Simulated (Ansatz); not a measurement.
CP, SMILES `[C]#P` radical. The species carries charge 0 and has multiplicity 2.

Z-matrix (Å, degrees):
```
C
P 1 1.550
```

(1) Give the diagnostics of a CCSD(T)/def2-TZVPP run (frozen core, the Gaussian-basis code of Ansatz). (Estimate.)

Answers

(1) The calculation gave: T1 = 0.1002, largest single amplitude 0.200, largest double 0.111, (T) share of the correlation energy 6.6 %, 17 CCSD cycles. ⟨S²⟩ of the UHF reference is 1.589 against 0.75 for a pure state. T1 lies over the customary mark of 0.045 for open shells.
